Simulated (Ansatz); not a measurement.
**Worked example: correlation energy of H$_{3}$Si–C, quartet**

Geometry: that of the H3Si–C, doublet, kept fixed.

```
atom    x (Å)    y (Å)    z (Å)
  Si  -0.0027   0.0000   0.4927
   C   0.0237   0.0000  -1.3968
   H   0.6305  -1.2164   1.0698
   H   0.6307   1.2163   1.0698
   H  -1.4681   0.0001   0.7752
```

Basis cc-pVDZ; Ansatz 0.2.0. Correlated methods freeze the noble-gas cores, which leaves 11 electrons in 41 orbitals. Prefix R: restricted or restricted open-shell reference; prefix U: unrestricted.

Full CI isn't at hand for all of this; UCCSDT(Q) serves as the reference, and is uncertain by about the last step of the cluster series.

Runs differ by some tens of microhartree through their thresholds and, for an open shell, their frozen cores, so steps under 0.03 kcal/mol mean nothing.

| level | total energy (hartree) |
| --- | --- |
| UHF | -328.400563 |
| UMP2 | -328.559548 |
| UCCSD | -328.599353 |
| UCCSD(T) | -328.603698 |
| UCCSDT | -328.604723 |
| UCCSDT(Q) | -328.604910 |

Task: What is the correlation energy at UCCSDT(Q), and what share of it do UMP2 and UCCSD(T) recover?

Result: E(corr) = -328.604910 − (-328.400563) = -0.204347 hartree = -5.561 eV. UMP2: -0.158985 / -0.204347 = 77.80 %. UCCSD(T): -0.203135 / -0.204347 = 99.41 %.

Task: By how many kcal/mol does UCCSD(T) miss UCCSDT(Q) (1 hartree = 627.509 kcal/mol), and which steps make up the rest?

Result: -328.603698 − (-328.604910) = 0.001212 hartree = 0.76 kcal/mol. Steps: UCCSDT − UCCSD(T) = -0.64, UCCSDT(Q) − UCCSDT = -0.12 kcal/mol. That is within 1 kcal/mol of the reference in this basis, which itself misses far more of the correlation at the basis-set limit.
